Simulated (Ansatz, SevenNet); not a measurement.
Elastic constant C44 (GPa) along a series of related solids, from the machine-learned potential SevenNet-0 (trained on PBE and PBE+U data); PBE (Ansatz, an electronic-structure program, PAW); PBEsol (PAW; Ansatz).

```
solid   SevenNet-0   PBE  PBEsol  measured
------  ----------  ----  ------  --------
hcp Y         7.35  25.4    26.4     26.9¶
hcp Zr        10.6  26.6    22.2      36.3
hcp Tc        42.5   137     149         –
fcc Rh        90.5   185     211      184‡
fcc Pd        72.9  60.7    74.3     71.2¶
fcc Ag        21.3  42.2    55.8      51.1
hcp Cd        0.43  8.52    15.9     19.9‡
```

PBEsol less measured, from the printed values: hcp Y -1.9 %, hcp Zr -39 %, fcc Rh‡ +14.7 %, fcc Pd +4.4 %, fcc Ag +9.2 %, hcp Cd‡ -20 %.

A member of the series is missing where a level wasn't run or failed, where a doubt is noted on the run or the magnetic state, for phases of high temperature or layered ones, and where values are held back for tests.

Ansatz's runs of these crystals have no spin polarisation.

A dash: no measured value is used.

Each level is taken at its own relaxed cell. Ansatz's density-functional and Hartree–Fock values are scalar-relativistic unless marked +SOC, with PAW data made under PBE.

Measured values are for low temperature or corrected to a static lattice; ‡ marks uncorrected values at room or unstated temperature. References as tabulated in Elastic Constants of Yttrium Single Crystals in the Temperature Range 4.2-400 K; Clouet (2012), arXiv:1210.1082; Mehl and Papaconstantopoulos (1996), arXiv:mtrl-th/9602003; Malica and Corso (2021), arXiv:2109.00459 and others.

¶ marks references of a special kind: hcp Y, 26.9 ± 0.06 GPa (measured, 0 K, extrapolated to 0 K; as tabulated in Elastic Constants of Yttrium Single Crystals in the Temperature Range 4.2-400 K); fcc Pd, 71.2 GPa (measured, 0 K, extrapolated to 0 K; zero-point effects included; as tabulated in Malica and Corso (2021), arXiv:2109.00459).

Machine-learned potentials (SevenNet-0) are trained on DFT data: a solid inside that data is no test of them.
